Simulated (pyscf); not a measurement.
Structures and frequencies: ωB97X-D3(BJ)/def2-SVP in PySCF.

### Question
Estimate by transition-state theory (the high-pressure limit) the rate constant of `[OH][CH2][CH2][B]([OH])[OH]` → `[OH][B]([OH])[OH]` + `[CH2]=[CH2]` (singlet surface; C–O, B–C broken, B–O formed) at 600 K, with ωB97M-D3(BJ)/def2-TZVP energies (ideal gas, 1 atm, RRHO with modes under 100 cm⁻¹ raised to 100, one conformer, R ln 2 for chiral ones without a mode under 150 cm⁻¹; no tunnelling).

### Answer
The electronic barrier is 36.3 kcal/mol and the thermal terms add -3.1, so ΔG‡ = 33.2 kcal/mol. With k_BT/h = 1.25e+13 s⁻¹ and RT = 1.192 kcal/mol, k = 9.9e+00 s⁻¹, a half-life of 7.0e-02 s through this channel alone. Wigner's tunnelling factor for 606i cm⁻¹ would be 1.09. A shift of 1 kcal/mol in the barrier changes k by a factor 2.3. On the reactant side the descent ends in a point that may be a rotor saddle (no frequency run), 3.9 kcal/mol over the lowest minimum found and 34.5 kcal/mol under the saddle at ωB97X-D3(BJ)/def2-TZVP. At ωB97X-D3(BJ)/def2-TZVP the barrier from the zero used here is 38.4 kcal/mol. HO–CH₂–CH₂–B(OH)–OH lies 26.4 kcal/mol over its isomer H₃C–CH₂–O–B(OH)–OH (electronic energy, ωB97M-D3(BJ)/def2-TZVP). One saddle was located; it need not be the lowest between these sides.
